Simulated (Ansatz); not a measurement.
**quartet Si2H5O at 6 levels**

Wanted: a comparison of 6 runs (UHF/STO-3G, UB3LYP/6-31G*, U-r2SCAN/6-311+G**, U-wB97X/6-311+G**, USVWN5/6-311+G**, UMP2/6-311+G**) of quartet Si2H5O. 

The results are computed with Ansatz 0.2.0.

37 further runs of the same task are left out: 37 set aside as unsound or not needed.

### Step 1. Starting point

Si2H5O: 8 atoms, total charge 0, spin state quartet. As SMILES of the parent species, `[SiH2]O[SiH3]`. The coordinates come from a PBE0-D4/def2-TZVP relaxation. This is one conformer, not always the lowest. That shape belongs to the parent species and isn't relaxed for this state.

Bond lengths: Si1–O2 1.637 Å, O2–Si3 1.638 Å, Si1–H4 1.490 Å, Si1–H5 1.494 Å, Si3–H6 1.482 Å, Si3–H7 1.485 Å, Si3–H8 1.486 Å. Angles: Si1–O2–Si3 146.3°, O2–Si1–H4 107.9°, O2–Si1–H5 109.9°, O2–Si3–H6 108.1°, O2–Si3–H7 109.9°, O2–Si3–H8 110.1°, H4–Si1–H5 110.4°, H6–Si3–H7 109.7°, H6–Si3–H8 109.8°, H7–Si3–H8 109.2°.

### Step 2. A single-point energy at UHF/STO-3G (run 1)

File molecule.yaml:

```yaml
crystal:
  periodic: [false, false, false]
  atoms:
    - {symbol: Si, position_ang: [-1.281200, 0.933000, -0.865900]}
    - {symbol: O, position_ang: [-0.352300, -0.279200, -0.276900]}
    - {symbol: Si, position_ang: [0.765000, -0.723000, 0.835900]}
    - {symbol: H, position_ang: [-1.902800, 0.458100, -2.133600]}
    - {symbol: H, position_ang: [-0.440600, 2.142000, -1.118700]}
    - {symbol: H, position_ang: [1.291900, -2.054600, 0.453100]}
    - {symbol: H, position_ang: [0.138100, -0.799300, 2.180400]}
    - {symbol: H, position_ang: [1.874100, 0.266000, 0.869800]}
basis:
  gaussian: {orbitals: STO-3G}
magnetization: {spin_polarized: true, initial_magnetization: 3}
hamiltonian: {xc: hf}
accuracy: high
output: {orbitals: {seedname: orbitals}}
```

The run is started by

```
ansatz run molecule.yaml --threads 1 --pin off --max-ram 3480MiB --events-out events.jsonl --progress --plain --runs-dir runs
```

The log of the run:

```text
Warning: RAYON_NUM_THREADS=1 ignored (pool sized by the plan → 1); use --threads N
Functional definition: HF
  name "HF"
  exchange = exact_x
  correlation = 0
532 factors; integrals over basis functions are off by at most 2.6e-8 eV
mean field evaluation 1: about -17619.7494 eV, gradient 1.1e1 eV
mean field evaluation 2: about -17619.8940 eV, gradient 1.1e1 eV
mean field evaluation 4: about -17622.5686 eV, gradient 3.1e0 eV
mean field evaluation 8: about -17622.9149 eV, gradient 2.3e-1 eV
mean field evaluation 16: about -17622.9559 eV, gradient 6.4e-7 eV
mean field evaluation 32: about -17622.4401 eV, gradient 3.7e0 eV
mean field evaluation 64: about -17622.7239 eV, gradient 1.2e0 eV
mean field -17622.95594014 eV, -647.6316855315 hartree, gradient 1.4e-8 eV, S^2 3.753910; 3 other end points of the search recorded, 0 dependent functions left out
reference -17622.95594014 eV, -647.6316855315 hartree; 22, 19 occupied and 6, 9 virtual orbitals, 532 factors
Total energy: -17622.95594014 eV, -647.6316855315 hartree
```

Run time: 0.5 s. Hardware: 1 thread of Arm Neoverse V1, shared host.

### Step 3. The energy at UB3LYP/6-31G(d) (spherical functions) (run 2)

File run.yaml:

```yaml
crystal:
  periodic: [false, false, false]
  atoms:
    - symbol: Si
      position_ang: [-1.281200, 0.933000, -0.865900]
    - symbol: O
      position_ang: [-0.352300, -0.279200, -0.276900]
    - symbol: Si
      position_ang: [0.765000, -0.723000, 0.835900]
    - symbol: H
      position_ang: [-1.902800, 0.458100, -2.133600]
    - symbol: H
      position_ang: [-0.440600, 2.142000, -1.118700]
    - symbol: H
      position_ang: [1.291900, -2.054600, 0.453100]
    - symbol: H
      position_ang: [0.138100, -0.799300, 2.180400]
    - symbol: H
      position_ang: [1.874100, 0.266000, 0.869800]
basis:
  gaussian:
    orbitals: 6-31G_st_-spherical.json
magnetization:
  spin_polarized: true
  initial_magnetization: 3
hamiltonian:
  xc: {name: B3LYP}
accuracy: high
output: {orbitals: {seedname: orbitals}}
```

The basis set 6-31G* is read from a file made from the Basis Set Exchange's data (not shown).

The run is started by

```
ansatz run run.yaml --threads 1 --pin off --max-ram 3480MiB --events-out events.jsonl --progress --plain --runs-dir runs
```

The log of the run:

```text
Warning: RAYON_NUM_THREADS=1 ignored (pool sized by the plan → 1); use --threads N
Functional definition: B3LYP
  name "B3LYP"
  parameter a0 = 0.2
  parameter ax = 0.72
  parameter ac = 0.81
  exchange = (1 - a0 - ax)*slater_x + ax*b88_x + a0*exact_x
  correlation = (1 - ac)*vwn_rpa_c + ac*lyp_c
1318 factors; integrals over basis functions are off by at most 3.2e-9 eV
mean field evaluation 1: about -17871.7099 eV, gradient 3.6e1 eV
mean field evaluation 2: about -17839.3642 eV, gradient 8.9e1 eV
mean field evaluation 4: about -17876.4912 eV, gradient 5.6e0 eV
mean field evaluation 8: about -17876.9430 eV, gradient 4.4e-1 eV
mean field evaluation 16: about -17876.9450 eV, gradient 1.2e-2 eV
mean field evaluation 32: about -17876.9450 eV, gradient 5.8e-6 eV
mean field -17876.94501444 eV, -656.9656118520 hartree, gradient 7.6e-8 eV, S^2 3.756138; 5 other end points of the search recorded, 0 dependent functions left out
reference -17876.94505713 eV, -656.9656134210 hartree; 22, 19 occupied and 38, 41 virtual orbitals, 1318 factors
Total energy: -17876.94505713 eV, -656.9656134210 hartree
```

It took 19 s on 1 thread of Arm Neoverse V1, shared host; peak memory 0.26 GiB.

Run 3 isn't shown in full; the table further down has it.

### Step 4. A single-point energy at U-wB97X/6-311+G(d,p) (run 4)

File in.yaml:

```yaml
basis:
  gaussian:
    orbitals: 6-311+G_st__st_-spherical.json
crystal:
  periodic: [false, false, false]
  atoms:
    - {symbol: Si, position_ang: [-1.281200, 0.933000, -0.865900]}
    - {symbol: O, position_ang: [-0.352300, -0.279200, -0.276900]}
    - {symbol: Si, position_ang: [0.765000, -0.723000, 0.835900]}
    - {symbol: H, position_ang: [-1.902800, 0.458100, -2.133600]}
    - {symbol: H, position_ang: [-0.440600, 2.142000, -1.118700]}
    - {symbol: H, position_ang: [1.291900, -2.054600, 0.453100]}
    - {symbol: H, position_ang: [0.138100, -0.799300, 2.180400]}
    - {symbol: H, position_ang: [1.874100, 0.266000, 0.869800]}
magnetization:
  spin_polarized: true
  initial_magnetization: 3
hamiltonian:
  xc: {name: wB97X}
accuracy: high
output:
  orbitals: {seedname: orbitals}
```

The basis set 6-311+G** is read from a file made from the Basis Set Exchange's data (not shown).

The run is started by

```
ansatz run in.yaml --threads 1 --pin off --max-ram 3480MiB --events-out events.jsonl --progress --plain --runs-dir runs
```

The log of the run:

```text
Warning: RAYON_NUM_THREADS=1 ignored (pool sized by the plan → 1); use --threads N
Functional definition: wB97X
  name "wB97X"
  parameter omega = 0.3/bohr
  parameter cx = 0.157706
  parameter cx1 = 0.726479
  parameter cx2 = 1.04760
  parameter cx3 = -5.70635
  parameter cx4 = 13.2794
  parameter css1 = -4.33879
  parameter css2 = 18.2308
  parameter css3 = -31.7430
  parameter css4 = 17.2901
  parameter cos1 = 2.37031
  parameter cos2 = -11.3995
  parameter cos3 = 6.58405
  parameter cos4 = -3.78132
  exchange = spin_sum(e_x_unif_sr(omega)*poly(b97_u_x, 1 - cx, cx1, cx2, cx3, cx4)) + cx*exact_x_sr(omega)
      + exact_x_lr(omega)
  correlation = spin_sum(e_c_pw_same_spin*poly(b97_u_same, 1, css1, css2, css3, css4))
      + integral(e_c_pw_opposite_spin*poly(b97_u_opposite, 1, cos1, cos2, cos3, cos4))
2081 factors; integrals over basis functions are off by at most 4.2e-9 eV
459 factors; integrals over basis functions are off by at most 1.8e-9 eV
mean field evaluation 1: about -17871.6890 eV, gradient 3.5e1 eV
mean field evaluation 2: about -17865.0066 eV, gradient 5.6e1 eV
mean field evaluation 4: about -17876.4620 eV, gradient 1.4e0 eV
mean field evaluation 8: about -17876.6235 eV, gradient 2.6e-1 eV
mean field evaluation 16: about -17876.6420 eV, gradient 1.1e-1 eV
mean field evaluation 32: about -17876.6464 eV, gradient 2.6e-3 eV
mean field evaluation 64: about -17876.6464 eV, gradient 1.6e-7 eV
mean field -17876.64636877 eV, -656.9546368261 hartree, gradient 8.5e-8 eV, S^2 3.760424; 6 other end points of the search recorded, 0 dependent functions left out
reference -17876.64636764 eV, -656.9546367848 hartree; 22, 19 occupied and 90, 93 virtual orbitals, 2081 factors
Total energy: -17876.64636764 eV, -656.9546367848 hartree
```

It took 3.1 min on 1 thread of Arm Neoverse V1, shared host; peak memory 0.99 GiB.

Run 5 isn't shown in full; the table further down has it.

### Step 5. A single-point energy at UMP2/6-311+G(d,p) (run 6)

Edit molecule.yaml of step 2 so:

```diff
@@ -12,6 +12,10 @@
 basis:
-  gaussian: {orbitals: STO-3G}
-magnetization: {spin_polarized: true, initial_magnetization: 3}
-hamiltonian: {xc: hf}
+  gaussian:
+    orbitals: 6-311+G_st__st_-spherical.json
+magnetization:
+  spin_polarized: true
+  initial_magnetization: 3
 accuracy: high
-output: {orbitals: {seedname: orbitals}}
+correlation:
+  method: mp2
+  frozen_orbitals: {H: 0, O: 1, Si: 5}
```

The basis set 6-311+G** is read from a file made from the Basis Set Exchange's data (not shown).

The run is started by

```
ansatz run molecule.yaml --threads 1 --pin off --max-ram 3480MiB --events-out events.jsonl --progress --plain --runs-dir runs
```

The log of the run:

```text
Warning: RAYON_NUM_THREADS=1 ignored (pool sized by the plan → 1); use --threads N
[... 4 set-up lines as earlier in the session ...]
2081 factors; integrals over basis functions are off by at most 4.2e-9 eV
mean field evaluation 1: about -17830.7920 eV, gradient 2.5e1 eV
mean field evaluation 2: about -17830.8001 eV, gradient 2.5e1 eV
mean field evaluation 4: about -17834.4167 eV, gradient 3.7e0 eV
mean field evaluation 8: about -17835.3067 eV, gradient 7.3e-1 eV
mean field evaluation 16: about -17835.3733 eV, gradient 1.3e-3 eV
mean field evaluation 32: about -17835.3705 eV, gradient 7.1e-2 eV
mean field evaluation 64: about -17835.0427 eV, gradient 3.0e-4 eV
mean field evaluation 96: about -17835.1366 eV, gradient 1.2e-1 eV
mean field evaluation 128: about -17835.3733 eV, gradient 1.2e-8 eV
mean field -17835.37334649 eV, -655.4378812334 hartree, gradient 2.7e-8 eV, S^2 3.764552; 12 other end points of the search recorded, 0 dependent functions left out
11 core orbitals not correlated: weight in the atoms' cores, before any rotation towards them, 1.000 or more for the frozen orbitals, at most 0.000 for the correlated occupied ones
reference -17835.37334649 eV, -655.4378812334 hartree; 11, 8 occupied and 90, 93 virtual orbitals, 2081 factors
second order -9.79610432 eV of doubles, -0.00000000 eV of singles
Total energy: -17845.16945082 eV, -655.7978814272 hartree
```

Run time: 30 s. Hardware: 1 thread of Arm Neoverse V1, shared host; peak memory 0.38 GiB.

### Step 6. Overview of the runs

```csv
run,level,frozen core orbitals,energy (Eh),⟨S²⟩,wall time
1,UHF/STO-3G,–,-647.631686,3.754,0.5 s
2,UB3LYP/6-31G* (spherical functions),–,-656.965613,3.756,19 s
3,U-r2SCAN/6-311+G**,–,-656.932786,3.756,50 s
4,U-wB97X/6-311+G**,–,-656.954637,3.760,3.1 min
5,USVWN5/6-311+G**,–,-654.151476,3.752,13 s
6,UMP2/6-311+G**,11,-655.797881,3.765,30 s
```

### Step 7. Outcome

```
                                           quantity          value
                                run 6: total energy  -655.79788 Eh
run 6: correlation energy (11 core orbitals frozen)     -360.0 mEh
           run 6: ⟨S²⟩ of the reference determinant          3.765
```

What this shows: Totals of different functionals can't be ranked against each other. In run 1 the basis is minimal, so the values are rough. All runs together took 5 min, the longest 3.1 min.
